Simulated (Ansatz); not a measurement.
**SiPN (singlet): wave-function methods side by side at a displaced geometry (v1), cc-pVDZ**

One table from this session's results is given with a row withheld; the runs are named, their logs left out.

Computed with Ansatz 0.2.0, Gaussian basis. Level: cc-pVDZ, core rule «outside noble gas», up to 11 orbitals frozen.

The runs, in order: UHF; CCSD(T) on RHF; CCSD(T) on UHF; BCCD(T) on RHF; CISD; CCSDT(Q) on RHF; CCSDT(Q) on UHF.

25 further runs of the same task are left out: 8 for a known fault of the program, 8 that didn't finish, 9 set aside as unsound or not needed.

## The geometry

The geometry is a PBE0/def2-TZVP stationary point (not a proven minimum) with its atoms shifted at random (size 0.040 Å).

3 atoms, charge 0, spin multiplicity 1.

Atoms are counted from 1 here; the program's logs count them from 0.

Bond lengths: P1–N2 1.578 Å, N2–Si3 1.676 Å. Angles: P1–N2–Si3 176.9°.

The first run:

in.yaml reads:

```yaml
crystal:
  periodic: [false, false, false]
  atoms:
    - {symbol: P, position_ang: [-0.015433, -0.009008, 1.609840]}
    - {symbol: N, position_ang: [-0.016266, -0.025151, 0.032387]}
    - {symbol: Si, position_ang: [0.031698, 0.034159, -1.642227]}
basis:
  gaussian: {orbitals: cc-pVDZ}
magnetization: {spin_polarized: true, initial_magnetization: 0}
hamiltonian: {xc: hf}
output: {orbitals: {seedname: orbitals}}
```

Launch:

```console
> ansatz run in.yaml --threads 1 --pin off --events-out ev --progress --plain --max-ram 2393MiB
```

Steps of the session up to this table: UHF; CCSD(T) on RHF; CCSD(T) on UHF; BCCD(T) on RHF; CISD; CCSDT(Q) on RHF; CCSDT(Q) on UHF.

One of the session's tables, all rows but one given; the rest of the session is left out.

It belongs to the step «Misses and costs». 

| method | from RCCSDT(Q) (meV) |
| --- | --- |
| RHF | +11020.6 |
| UHF | +9855.6 |
| RMP2 | +1471.8 |
| UMP2 | +1070.9 |
| CISD | +2149.8 |
| RCCSD | ? |
| UCCSD | +276.8 |
| RCCSD(T) | +223.0 |
| UCCSD(T) | -265.3 |
| BCCD(T) | +222.6 |
| RCCSDT | +144.7 |
| UCCSDT | -440.1 |
| RCCSDT(Q) | 0 |
| UCCSDT(Q) | -591.6 |

Q: Estimate the row for RCCSD from the others.

The run gave: from RCCSDT(Q) (meV): +813.8. In the column «from RCCSDT(Q) (meV)» it lies between UCCSD (+276.8) and UMP2 (+1070.9).

The program flags UCCSD(T), UCCSDT(Q) as in doubt (see the logs), so those rows may rest on another solution; read them beside their warnings.

To keep in mind: The determinant is far from a pure spin state, so its energy mixes those of several spin states (harmless only where they are near-degenerate, as at dissociation). The program flags UCCSD(T), UCCSDT(Q) as in doubt, so those rows may rest on another solution; read them beside their warnings. Warnings: restricted reference is unstable; spin contamination; coupled cluster took another determinant than the lowest; large T1 diagnostic. Restricted and unrestricted rows rest on different reference determinants; where their highest levels disagree by more than a few hundredths of an eV, they describe different states and don't form one ladder.
